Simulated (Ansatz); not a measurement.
Barrier CHN (SMILES [C-]#[NH+]) via CHN, on the benchmark's geometries as Psi4's copy gives them; open shells unrestricted, no zero-point energy, no spin–orbit coupling.
Transition structure (charge 0, multiplicity 1):
```json
[
 {"atom": "C", "x (Å)": "0.0803", "y (Å)": "0.6203", "z (Å)": "0.0000"},
 {"atom": "N", "x (Å)": "0.0803", "y (Å)": "-0.5681", "z (Å)": "0.0000"},
 {"atom": "H", "x (Å)": "-1.0441", "y (Å)": "0.2551", "z (Å)": "0.0000"}
]
```

Frozen-core correlation.

Codes used: Ansatz (Gaussian orbitals). 

The barrier height is − E(CHN) + E(TS). Total energies (hartree):

```json
[
 {"level": "HF/aug-cc-pVTZ", "CHN": "-92.8934469", "TS": "-92.8336155"},
 {"level": "CCSD(T)/aug-cc-pVTZ", "CHN": "-93.2574210", "TS": "-93.2054037"},
 {"level": "HF/aug-cc-pVQZ", "CHN": "-92.8990453", "TS": "-92.8390801"},
 {"level": "CCSD(T)/aug-cc-pVQZ", "CHN": "-93.2798731", "TS": "-93.2275307"}
]
```

Work out the barrier height at the basis-set limit: extrapolate the CCSD(T) correlation part as X⁻³, take Hartree–Fock from the larger set.


1. Differences (1 hartree = 627.509 kcal/mol): HF/aug-cc-pVTZ 37.545; CCSD(T)/aug-cc-pVTZ 32.641; HF/aug-cc-pVQZ 37.629; CCSD(T)/aug-cc-pVQZ 32.845.
2. Correlation parts, CCSD(T) less HF: -4.903 in aug-cc-pVTZ (X = 3), -4.783 in aug-cc-pVQZ (X = 4).
3. Limit (4³·(-4.783) − 3³·(-4.903))/(4³ − 3³) = -4.696; with HF/aug-cc-pVQZ it gives 32.933.
Result: 32.93 kcal/mol, against 32.64 at CCSD(T)/aug-cc-pVTZ. It is an estimate of this method's limit, not of the exact value.

Ansatz is a quantum-chemistry and plane-wave program.
